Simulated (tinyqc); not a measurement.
CISD on RHF in the sto-3g basis, frozen core, for OH-, spin multiplicity 1, step by step. The basis has no diffuse functions, so it cannot describe the extra electron: this is an exercise in the method, not the real anion. One step of it, computed by the program tinyqc.

Problem. CISD: determinants and Hamiltonian. Slater-Condon rules over spin orbitals, with the nuclear repulsion and the energy of the frozen orbital added and E(HF) subtracted on the diagonal. Only determinants linked to the reference directly or through others are kept (one block of an abelian symmetry group), so some states are absent.

one-electron integrals dressed by the frozen orbital, h + 2 (pq|11) - (p1|1q) (hartree):
```
           2          3          4          5          6
2  -5.175629   0.327684   0.000000   0.000000   0.695381
3   0.327684  -4.332139   0.000000   0.000000   0.772425
4   0.000000   0.000000  -4.766855   0.000000   0.000000
5   0.000000   0.000000   0.000000  -4.766855   0.000000
6   0.695381   0.772425   0.000000   0.000000  -3.699023
```

energy of the frozen orbital, 2 h_11 + (11|11) = -59.60257457 hartree

Two-electron integrals over orbitals (pq|rs), unique and non-zero (hartree); the lowest 1 orbital is frozen and left out:
```
(22|22) 0.728387    (32|22) -0.005422   (32|32) 0.149903    (33|22) 0.654090
(33|32) -0.045113   (33|33) 0.688679    (42|42) 0.142454    (43|42) -0.055745
(43|43) 0.052623    (44|22) 0.742438    (44|32) -0.097160   (44|33) 0.666197
(44|44) 0.880159    (52|52) 0.142454    (53|52) -0.055745   (53|53) 0.052623
(54|54) 0.047444    (55|22) 0.742438    (55|32) -0.097160   (55|33) 0.666197
(55|44) 0.785270    (55|55) 0.880159    (62|22) -0.116302   (62|32) -0.008600
(62|33) -0.019774   (62|44) -0.128812   (62|55) -0.128812   (62|62) 0.110223
(63|22) -0.077640   (63|32) 0.115594    (63|33) -0.079392   (63|44) -0.138740
(63|55) -0.138740   (63|62) 0.047407    (63|63) 0.148027    (64|42) -0.045655
(64|43) -0.004304   (64|64) 0.039017    (65|52) -0.045655   (65|53) -0.004304
(65|65) 0.039017    (66|22) 0.690505    (66|32) 0.043153    (66|33) 0.648577
(66|44) 0.664923    (66|55) 0.664923    (66|62) -0.088026   (66|63) -0.028391
(66|66) 0.726984
```

nuclear repulsion = 4.61156611 hartree

Hartree-Fock energy = -74.04505876 hartree

Give: determinants; H - E(HF) between determinants.

Solution.

Occupation strings over the orbitals (2 doubly, a alpha, b beta, 0 empty; spin orbitals ordered 1a 1b 2a 2b ...): 222220 22a22b 2a222b 22b22a 2b222a 222202 222022 220222 2ab222 2ba222 202222

H - E(HF) between determinants (hartree):
```
         222220   22a22b   2a222b   22b22a   2b222a   222202   222022   220222
222220   0.0000   0.0000   0.0000   0.0000   0.0000   0.0390   0.0390   0.1480
22a22b   0.0000   0.7276   0.0043  -0.1480  -0.0474   0.0043   0.0043   0.0510
2a222b   0.0000   0.0043   1.3264  -0.0474  -0.1102   0.0457   0.0457  -0.1156
22b22a   0.0000  -0.1480  -0.0474   0.7276   0.0043  -0.0043  -0.0043  -0.0510
2b222a   0.0000  -0.0474  -0.1102   0.0043   1.3264  -0.0457  -0.0457   0.1156
222202   0.0390   0.0043   0.0457  -0.0043  -0.0457   1.1134   0.0474   0.0526
222022   0.0390   0.0043   0.0457  -0.0043  -0.0457   0.0474   1.1134   0.0526
220222   0.1480   0.0510  -0.1156  -0.0510   0.1156   0.0526   0.0526   1.5738
2ab222  -0.0474   0.1156  -0.0492  -0.0683   0.0086   0.0557   0.0557   0.0840
2ba222   0.0474  -0.0683   0.0086   0.1156  -0.0492  -0.0557  -0.0557  -0.0840
202222   0.1102   0.0086   0.0283  -0.0086  -0.0283   0.1425   0.1425   0.1499

         2ab222   2ba222   202222
222220  -0.0474   0.0474   0.1102
22a22b   0.1156  -0.0683   0.0086
2a222b  -0.0492   0.0086   0.0283
22b22a  -0.0683   0.1156  -0.0086
2b222a   0.0086  -0.0492  -0.0283
222202   0.0557  -0.0557   0.1425
222022   0.0557  -0.0557   0.1425
220222   0.0840  -0.0840   0.1499
2ab222   2.0960  -0.1499   0.0443
2ba222  -0.1499   2.0960  -0.0443
202222   0.0443  -0.0443   2.7271
```
